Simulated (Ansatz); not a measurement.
**C₆H₇N: taking an electron away**

Aim: the vertical ionisation energy of C₆H₇N, as cation minus neutral at the neutral's geometry, on several levels, and how well −ε(HOMO) stands in for it.

Method: unrestricted cation, the program's frozen cores in correlated methods; program: Ansatz 0.2.0, Gaussian basis.

Levels to be run: UKS PBE-D4/def2-TZVPP; UKS r2SCAN-D4/def2-TZVPP; UKS PBE0-D4/def2-TZVPP; UKS B3LYP-D4/def2-TZVPP; UKS wB97X-V/def2-TZVPP; UKS wB97M-V/def2-TZVPP; UKS B2PLYP/def2-TZVPP; UHF-CCSD(T)/def2-TZVPP; UHF-MP2/def2-QZVPP; extrapolation to the limit; then −ε(HOMO) from the neutral's earlier runs with LDA (SPW92), PBE-D4, revPBE-D4, BLYP-D4, r2SCAN-D4, B97M-V, PBE0-D4, B3LYP-D4, r2SCANh-D4, r2SCAN0-D4, HSE06-D4, BHLYP-D4, CAM-B3LYP-D4, LC-ωPBE, ωB97X-V, ωB97M-V.

## 1. The relaxed structure

The geometry comes from an earlier relaxation with PBE0-D4 in a triple-zeta def2 set; it is a stationary point, not always the lowest conformer.

SMILES `Cc1ccccn1`, 14 atoms, charge 0, spin multiplicity 1.

Atoms are counted from 1 here; the program's logs count them from 0.

Bond lengths: C1–C2 1.495 Å, C1–H8 1.090 Å, C1–H9 1.092 Å, C1–H10 1.092 Å, C2–C3 1.392 Å, C2–N7 1.334 Å, C3–C4 1.384 Å, C3–H11 1.084 Å, C4–C5 1.384 Å, C4–H12 1.084 Å, C5–C6 1.387 Å, C5–H13 1.083 Å, C6–N7 1.326 Å, C6–H14 1.087 Å. Angles: C2–C1–H8 111.8°, C2–C1–H9 110.1°, C2–C1–H10 110.1°, H8–C1–H9 108.8°, H8–C1–H10 108.8°, H9–C1–H10 107.0°, C1–C2–C3 121.6°, C1–C2–N7 116.5°, C3–C2–N7 121.9°, C2–C3–C4 119.3°, C2–C3–H11 120.0°, C4–C3–H11 120.8°, C3–C4–C5 118.8°, C3–C4–H12 120.4°, C5–C4–H12 120.8°, C4–C5–C6 117.9°, C4–C5–H13 121.6°, C6–C5–H13 120.5° and more.

## 2. Cation, UKS PBE-D4/def2-TZVPP

in.yaml reads:

```yaml
crystal:
  periodic: [false, false, false]
  atoms:
    - {symbol: C, position_ang: [1.543757, 0.579866, 1.478562]}
    - {symbol: C, position_ang: [0.509394, 0.249773, 0.450199]}
    - {symbol: C, position_ang: [-0.159272, -0.971265, 0.453570]}
    - {symbol: C, position_ang: [-1.108339, -1.225746, -0.521456]}
    - {symbol: C, position_ang: [-1.363065, -0.253800, -1.473318]}
    - {symbol: C, position_ang: [-0.647722, 0.931827, -1.397148]}
    - {symbol: N, position_ang: [0.263105, 1.185879, -0.467479]}
    - {symbol: H, position_ang: [1.684587, -0.236221, 2.187924]}
    - {symbol: H, position_ang: [2.499028, 0.795608, 0.994603]}
    - {symbol: H, position_ang: [1.253973, 1.478662, 2.027705]}
    - {symbol: H, position_ang: [0.065611, -1.709503, 1.214524]}
    - {symbol: H, position_ang: [-1.640659, -2.170333, -0.536962]}
    - {symbol: H, position_ang: [-2.095638, -0.404942, -2.256585]}
    - {symbol: H, position_ang: [-0.817861, 1.720894, -2.125341]}
basis:
  gaussian: {orbitals: def2-TZVPP}
total_charge: 1
magnetization: {spin_polarized: true, initial_magnetization: 1}
hamiltonian: {xc: pbe, dispersion: d4}
```

Launch:

```sh
> ansatz run in.yaml --threads 2 --pin off --events-out ev --progress --plain --max-ram 22528MiB --backend cuda --devices 0, --max-vram 18GiB
```

The runs that follow: Cation, UKS r2SCAN-D4/def2-TZVPP; Cation, UKS PBE0-D4/def2-TZVPP; Cation, UKS B3LYP-D4/def2-TZVPP; Cation, UKS wB97X-V/def2-TZVPP; Cation, UKS wB97M-V/def2-TZVPP; Cation, UKS B2PLYP (frozen core)/def2-TZVPP; Cation, UHF-CCSD(T)/def2-TZVPP; Cation, UHF-MP2/def2-QZVPP.

**Question.** What will the summary of the whole plan be? Wanted: ionisation energy, CCSD(T)/CBS; nearest functional by difference; nearest −ε(HOMO); −ε(HOMO) of PBE; T1 of the cation.

**Answer**, as computed:

```
                        quantity               value
  ionisation energy, CCSD(T)/CBS             9.51 eV
nearest functional by difference   B2PLYP (-0.21 eV)
                nearest −ε(HOMO)  ωB97X-V (-0.05 eV)
                 −ε(HOMO) of PBE             5.74 eV
                T1 of the cation               0.025
```

In words: By cation minus neutral, the functionals miss by 0.48 eV at most. −ε(HOMO) of PBE misses by 3.8 eV, since self-interaction lifts the level. Among orbital estimates ωB97X-V comes nearest. Hartree-Fock falls 1.67 eV short, as the neutral has more correlation energy than the cation.
